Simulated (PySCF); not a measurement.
O: ionisation energy

O [He] 2s2 2p4 (3P) → O⁺ [He] 2s2 2p3 (4S), as a difference of total energies. All numbers are calculated (PySCF 2.14, scalar relativity by spin-free X2C-1e, in aug-cc-pVQZ-DK). Correlated levels: valence: 1s2 frozen. The calculations carry no spin-orbit coupling.

| method | ionisation energy (eV) |
| --- | --- |
| UHF | 12.015 |
| LDA | 13.994 |
| PBE | 14.055 |
| PBE0 | 13.840 |
| r2SCAN | 13.707 |
| PW91 | 14.136 |
| BLYP | 14.145 |
| MN15 | 13.903 |
| revPBE | 13.988 |
| MP2 (valence) | 13.425 |
| SCS-MP2 (valence) | 13.553 |

Task: How much does correlation contribute at MP2 (valence)?

Result: 13.425 − (12.015) = 1.410 eV, measured against UHF.

A first-order spin-orbit estimate (lowest level to lowest level, LS coupling) adds 0.010 eV.

Errors of the correlated levels include the incompleteness of this basis and the frozen core.

For comparison: 13.618 eV (measured; NIST Atomic Spectra Database, ionization energies).
